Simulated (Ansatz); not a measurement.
```xyz
5

C     0.0000    0.0000   -1.2193
C     0.0000    0.0000    0.0989
H     0.0000    0.9388   -1.7532
H     0.0000   -0.9388   -1.7532
O     0.0000    0.0000    1.2786
```

Basis set: pcseg-2 (spherical functions). Charge 0, multiplicity 1.

Computed with Ansatz (development build ahead of 0.2.0); each method stands on the lowest determinant of its kind that the runs found. Restricted functionals stand beside restricted open-shell atoms, which can lie above the unrestricted atoms usual in DFT and then raise those values.

The atomization energy at this shape (free ground-state atoms in the same class of orbitals less the molecule, no zero-point energy) of singlet C₂H₂O:

```tsv
method	atomization energy
ωB97X (unrestricted)	533.46 kcal/mol
```

(1) What does PBE (restricted) give?

Results:

(1) 561.59 kcal/mol.

The shape needn't be a minimum at these levels.
